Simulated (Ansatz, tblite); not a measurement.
Cost and result up the ladder for MgO₂⁻ (3 atoms). Total charge -1; doublet. Geometry: r2SCAN-D4/def2-TZVPD.

```xyz
3

Mg   -0.001    0.001   -0.003
O     1.761   -0.024   -0.521
O    -1.760    0.023    0.524
```

Ansatz on 4 threads of Arm Neoverse V1 on a shared host; xTB runs through tblite on one thread. Times are rough, summed over both states, and most runs start from the orbitals of an earlier one. No level here is sound enough to serve as a yardstick. The other state is a triplet.

The xTB rows come from tblite. The structure comes from a short search, and lower isomers may exist.

Raw xTB energies of ions are shifted by several eV, and xTB has no spin-polarisation term.

| level | functions | wall time | vertical IE (eV) | remarks |
| --- | --- | --- | --- | --- |
| GFN1-xTB | 12 | 0.002 s | 10.29 | – |
| GFN2-xTB | 17 | 0.004 s | 9.14 | – |
| PBE-D4/def2-TZVPD | 115 | 7.3 s | 2.89 | – |
| r2SCAN-D4/def2-TZVPD | 115 | 22 s | 2.29 | HOMO above zero (-1 doublet) |
| PBE0-D4/def2-TZVPD | 115 | 30 s | 1.97 | spin-contaminated (⟨S²⟩ 0.83) (-1 doublet) |
